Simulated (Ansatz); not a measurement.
Born–Oppenheimer molecular dynamics of CHO$_{2}$ (4 atoms, charge -1, multiplicity 1). It starts from a relaxed structure.

Theory: RKS PBE0-D4/def2-SVPD (Ansatz 0.2.0).

```yaml
ensemble: NVT, Nosé–Hoover chain
time_step: 0.5 fs
steps_asked: 150
set_temperature: 500 K
thermostat: time constant 100 fs, chain length 1
masses: H 3.016 u
seed: 776309
```

First frame:

```xyz
4
Properties=species:S:1:pos:R:3
O -0.023 0.337 1.230
C 0.618 -0.356 0.439
O 0.087 -0.293 -0.875
H -0.682 0.312 -0.794
```

(1) How far do the bonds stretch over the last three quarters of this one trajectory? (Pairs bonded in most of those frames.)

Answers

(1) 
```
 bond  mean (Å)  spread (Å)  shortest  longest
O1–C2     1.234       0.027      1.19     1.28
C2–O3     1.432       0.025      1.38     1.47
O3–H4     0.981       0.004      0.98     0.99
```

Mean temperature of the second half: 288 K. The conserved energy stayed within 0.089 meV per atom of its start (net change 0.053 meV per atom), so the integration is sound. The mean temperature of the second half is 42 % below the set value. A run of 0.075 ps of so small a system gives no equilibrium averages.

Time of the run: 100 s on 1 thread of Arm Neoverse V2 (shared host), peak memory 0.11 GiB.
